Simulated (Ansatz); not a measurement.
**C2H2N (SMILES [CH2]C#N) at 6 levels**

We compute a comparison of 6 runs (UHF/STO-3G, UPBE/STO-3G, UPBE0/STO-3G, UMP2/STO-3G, UCCSDT(Q)/STO-3G, UCCSDT/STO-3G) of C2H2N. 

Program for the calculation: Ansatz 0.2.0.

37 further runs of the same task are left out: 37 set aside as unsound or not needed.

### 1 The system as given

The species is C2H2N (5 atoms), meant as a doublet with charge 0. As SMILES, `[CH2]C#N`. The H5–C1 distance was set to 1.622 Å, away from the relaxed value. At this shape a bond of the SMILES string is far longer than usual.

Bond lengths: C1–C2 1.376 Å, C2–N3 1.165 Å, C1–H4 1.081 Å. Angles: C1–C2–N3 180.0°, C2–C1–H4 120.0°. A long bond or contact: C1–H5 1.622 Å.

### 2 The energy at UHF/STO-3G (run 1)

Input file input.yaml:

```yaml
crystal:
  periodic: [false, false, false]
  atoms:
    - {symbol: C, position_ang: [-0.430757, -0.183177, -0.298299]}
    - {symbol: C, position_ang: [0.331243, -1.049177, 0.452201]}
    - {symbol: N, position_ang: [0.976143, -1.782077, 1.087401]}
    - {symbol: H, position_ang: [-1.283957, -0.552277, -0.850499]}
    - {symbol: H, position_ang: [-0.050200, 1.392300, -0.355600]}
basis:
  gaussian:
    orbitals: STO-3G
magnetization:
  spin_polarized: true
  initial_magnetization: 1
accuracy: high
hamiltonian:
  xc: hf
```

Launch:

```bash
ansatz run input.yaml --threads 1 --pin off --max-ram 2610MiB --events-out events.jsonl --progress --plain --runs-dir runs
```

Output:

```text
Warning: RAYON_NUM_THREADS=1 ignored (pool sized by the plan → 1); use --threads N
Functional definition: HF
  name "HF"
  exchange = exact_x
  correlation = 0
298 factors; integrals over basis functions are off by at most 3.0e-8 eV
mean field evaluation 1: about -3520.2605 eV, gradient 2.4e1 eV
mean field evaluation 2: about -3520.2784 eV, gradient 2.4e1 eV
mean field evaluation 4: about -3524.1646 eV, gradient 3.4e0 eV
mean field evaluation 8: about -3524.7458 eV, gradient 1.4e0 eV
mean field evaluation 16: about -3524.9515 eV, gradient 6.6e-4 eV
mean field evaluation 32: about -3524.9306 eV, gradient 4.5e-2 eV
mean field -3524.95152179 eV, -129.5395791278 hartree, gradient 4.4e-8 eV, S^2 1.446516; 2 other end points of the search recorded, 0 dependent functions left out
reference -3524.95152179 eV, -129.5395791278 hartree; 11, 10 occupied and 6, 7 virtual orbitals, 298 factors
Total energy: -3524.95152179 eV, -129.5395791278 hartree
```

It took 0.17 s on 1 thread of Arm Neoverse V1, shared host.

### 3 A single-point energy at UPBE/STO-3G (run 2)

Input file run.yaml:

```yaml
crystal:
  periodic: [false, false, false]
  atoms:
    - {symbol: C, position_ang: [-0.430757, -0.183177, -0.298299]}
    - {symbol: C, position_ang: [0.331243, -1.049177, 0.452201]}
    - {symbol: N, position_ang: [0.976143, -1.782077, 1.087401]}
    - {symbol: H, position_ang: [-1.283957, -0.552277, -0.850499]}
    - {symbol: H, position_ang: [-0.050200, 1.392300, -0.355600]}
basis:
  gaussian:
    orbitals: STO-3G
total_charge: 0
magnetization:
  spin_polarized: true
  initial_magnetization: 1
hamiltonian:
  xc: {name: PBE}
accuracy: high
```

Launch:

```bash
ansatz run run.yaml --threads 1 --pin off --max-ram 2610MiB --events-out events.jsonl --progress --plain --runs-dir runs
```

Output:

```text
Warning: RAYON_NUM_THREADS=1 ignored (pool sized by the plan → 1); use --threads N
Functional definition: PBE
  name "PBE"
  parameter kappa = 0.804
  parameter beta = 0.06672455060314922
  exchange = pbe_x(kappa = kappa, mu = beta*pi^2/3)
  correlation = pbe_c(beta = beta)
298 factors; integrals over basis functions are off by at most 3.0e-8 eV
mean field evaluation 1: about -3539.6937 eV, gradient 1.8e1 eV
mean field evaluation 2: about -3498.7867 eV, gradient 7.8e1 eV
mean field evaluation 4: about -3541.4680 eV, gradient 4.9e0 eV
mean field evaluation 8: about -3541.5121 eV, gradient 1.6e-1 eV
mean field evaluation 16: about -3541.5126 eV, gradient 3.0e-5 eV
mean field -3541.51261289 eV, -130.1481880003 hartree, gradient 9.6e-9 eV, S^2 0.766965; 0 other end points of the search recorded, 0 dependent functions left out
reference -3541.51261455 eV, -130.1481880612 hartree; 11, 10 occupied and 6, 7 virtual orbitals, 298 factors
Total energy: -3541.51261455 eV, -130.1481880612 hartree
```

Wall time 1.6 s (1 thread of Arm Neoverse V1, shared host); peak memory 0.12 GiB.

### 4 A single-point energy at UPBE0/STO-3G (run 3)

Input file job.yaml:

```yaml
crystal:
  periodic: [false, false, false]
  atoms:
    - {symbol: C, position_ang: [-0.430757, -0.183177, -0.298299]}
    - {symbol: C, position_ang: [0.331243, -1.049177, 0.452201]}
    - {symbol: N, position_ang: [0.976143, -1.782077, 1.087401]}
    - {symbol: H, position_ang: [-1.283957, -0.552277, -0.850499]}
    - {symbol: H, position_ang: [-0.050200, 1.392300, -0.355600]}
basis:
  gaussian:
    orbitals: STO-3G
magnetization:
  spin_polarized: true
  initial_magnetization: 1
hamiltonian:
  xc: {name: PBE0}
accuracy: high
```

Launch:

```bash
ansatz run job.yaml --threads 1 --pin off --max-ram 2610MiB --events-out events.jsonl --progress --plain --runs-dir runs
```

Output:

```text
Warning: RAYON_NUM_THREADS=1 ignored (pool sized by the plan → 1); use --threads N
Functional definition: PBE0
  name "PBE0"
  parameter a = 0.25
  parameter kappa = 0.804
  parameter beta = 0.06672455060314922
  exchange = (1 - a)*pbe_x(kappa = kappa, mu = beta*pi^2/3) + a*exact_x
  correlation = pbe_c(beta = beta)
298 factors; integrals over basis functions are off by at most 3.0e-8 eV
mean field evaluation 1: about -3539.4640 eV, gradient 2.0e1 eV
mean field evaluation 2: about -3530.8084 eV, gradient 4.4e1 eV
mean field evaluation 4: about -3541.8731 eV, gradient 9.2e-1 eV
mean field evaluation 8: about -3541.8022 eV, gradient 1.2e-1 eV
mean field evaluation 16: about -3541.8032 eV, gradient 2.3e-4 eV
mean field -3541.80324358 eV, -130.1588684810 hartree, gradient 2.8e-8 eV, S^2 0.794049; 0 other end points of the search recorded, 0 dependent functions left out
reference -3541.80324482 eV, -130.1588685268 hartree; 11, 10 occupied and 6, 7 virtual orbitals, 298 factors
Total energy: -3541.80324482 eV, -130.1588685268 hartree
```

Run time: 1.7 s. Hardware: 1 thread of Arm Neoverse V1, shared host; peak memory 0.12 GiB.

Runs 4 to 5 aren't shown in full; the table further down has their settings and results.

### 5 A single-point energy at UCCSDT/STO-3G (run 6)

Input file in.yaml:

```yaml
crystal:
  periodic: [false, false, false]
  atoms:
    - {symbol: C, position_ang: [-0.430757, -0.183177, -0.298299]}
    - {symbol: C, position_ang: [0.331243, -1.049177, 0.452201]}
    - {symbol: "N", position_ang: [0.976143, -1.782077, 1.087401]}
    - {symbol: H, position_ang: [-1.283957, -0.552277, -0.850499]}
    - {symbol: H, position_ang: [-0.050200, 1.392300, -0.355600]}
basis:
  gaussian:
    orbitals: STO-3G
magnetization:
  spin_polarized: true
  initial_magnetization: 1
correlation:
  method: ccsdt
  frozen_orbitals: {C: 1, H: 0, "N": 1}
accuracy: high
scf:
  omitted_lower_state_checks: [cluster_reference, increment]
```

Launch:

```bash
ansatz run in.yaml --threads 1 --pin off --max-ram 2610MiB --events-out events.jsonl --progress --plain --runs-dir runs
```

Output (excerpt; [...] marks lines left out):

```text
Warning: RAYON_NUM_THREADS=1 ignored (pool sized by the plan → 1); use --threads N
Functional definition: HF
  name "HF"
[...]
298 factors; integrals over basis functions are off by at most 3.0e-8 eV
[...]
mean field -3524.95152179 eV, -129.5395791278 hartree, gradient 4.4e-8 eV, S^2 1.446516; 2 other end points of the search recorded, 0 dependent functions left out
3 core orbitals not correlated: weight in the atoms' cores, before any rotation towards them, 1.000 or more for the frozen orbitals, at most 0.000 for the correlated occupied ones
reference -3524.95152179 eV, -129.5395791278 hartree; 8, 7 occupied and 6, 7 virtual orbitals, 298 factors
second order -3.76796796 eV of doubles, -0.00000000 eV of singles
cycle   1  -4.33221902 eV  change   -5.6e-1 eV  update   1.1e-1
[...]
cycle  37  -5.86998891 eV  change    1.6e-9 eV  update   1.1e-9
Total energy: -3530.82151070 eV, -129.7552972415 hartree
Checks for a lower state left out: cluster_reference, increment
```

Run time: 1.4 s. Hardware: 1 thread of Arm Neoverse V1, shared host.

### 6 The series

```
run             level  frozen core orbitals  energy (Eh)   ⟨S²⟩  wall time
  1        UHF/STO-3G                     –  -129.539579  1.447     0.17 s
  2       UPBE/STO-3G                     –  -130.148188  0.767      1.6 s
  3      UPBE0/STO-3G                     –  -130.158869  0.794      1.7 s
  4       UMP2/STO-3G                     3  -129.678049  1.447     0.17 s
  5  UCCSDT(Q)/STO-3G                     3  -129.756764  1.447      1.8 s
  6     UCCSDT/STO-3G                     3  -129.755297  1.447      1.4 s
```

### 7 Results

| quantity | value |
| --- | --- |
| run 6: total energy | -129.75530 Eh |
| run 6: correlation energy (3 core orbitals frozen) | -215.7 mEh |
| run 6: ⟨S²⟩ of the reference determinant | 1.447 |
| run 6: T1 diagnostic | 0.068 |

In words: Below the UHF energy at the same shape and in the same basis (STO-3G): UMP2 -138.5 mEh; UCCSDT(Q) -217.2 mEh; UCCSDT -215.7 mEh. Totals of different functionals can't be ranked against each other. In runs 1, 2, 3, 4, 5, 6 the basis is minimal, so the values are rough. Spin contamination of the reference: run 1 ⟨S²⟩ = 1.45, run 4 ⟨S²⟩ = 1.45, run 5 ⟨S²⟩ = 1.45, run 6 ⟨S²⟩ = 1.45. Where it is this large, the reference is a mixture of spin states, and values that rest on it are in doubt. All runs together took 7 s, the longest 1.8 s.
